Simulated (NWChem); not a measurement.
# CH₄S cation, doublet; SMILES of the neutral closed-shell parent CS

```xyz
6

C      0.0191     1.1247     0.0000
S      0.0731    -0.6432     0.0000
H     -0.5335     1.4723     0.8947
H      1.0527     1.4961     0.0000
H     -0.5335     1.4723    -0.8947
H     -1.2692    -0.8978     0.0000
```
Atoms are numbered in this order, from 1.

Program: NWChem. Spin-unrestricted. The geometry was optimised at PBE0/def2-SVP, spin-unrestricted. The spin multiplicity was typed, not searched, and may not be the lowest. No stability test was run on the SCF state. Vertical excitations in the gas phase; the lowest state need not have the same character in each row. Excited states of an open shell can be spin-contaminated.

Question: Order these by “lowest excitation (eV)”, lowest first: UHF/def2-SVP, CIS; BHandHLYP/def2-SVP, TDA; B3LYP/def2-SVP, TDA; PBE/def2-SVP, TDA.

Answer: PBE/def2-SVP, TDA (2.64), B3LYP/def2-SVP, TDA (2.69), BHandHLYP/def2-SVP, TDA (2.79), UHF/def2-SVP, CIS (3.11)
